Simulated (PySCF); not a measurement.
## Argon: highly charged ions in a basis for the neutral atom

Ar¹⁶⁺ 1s2, Ar¹⁷⁺ 1s1. Computed with PySCF 2.14 in jorge-DZP-DKH (7s4p1d, 24 functions), with the spin-free X2C one-electron Hamiltonian (Gaussian nucleus). No spin-orbit coupling, so a gap to NIST mixes the basis error with missing relativistic terms.

Changed run: basis of the neutral atom used for a highly charged ion. This setting is unsound on purpose.

```
species  method  sound run (hartree)  changed run (hartree)  converged
  Ar¹⁶⁺     UHF              not run             -314.15240        yes
  Ar¹⁶⁺    MN15              not run             -314.36671        yes
  Ar¹⁶⁺   M06-L              not run             -314.34058        yes
  Ar¹⁷⁺     UHF              not run             -162.69560        yes
  Ar¹⁷⁺    MN15              not run             -162.76973        yes
  Ar¹⁷⁺   M06-L              not run             -162.75476        yes
```

Ionisation energy of Ar¹⁶⁺:

| method | changed run (eV) | NIST (eV) |
| --- | --- | --- |
| UHF | 4121.3 | 4120.7 |
| MN15 | 4125.2 | 4120.7 |
| M06-L | 4124.9 | 4120.7 |

The contracted functions were made for the neutral atom and can be too rigid for a highly charged ion.
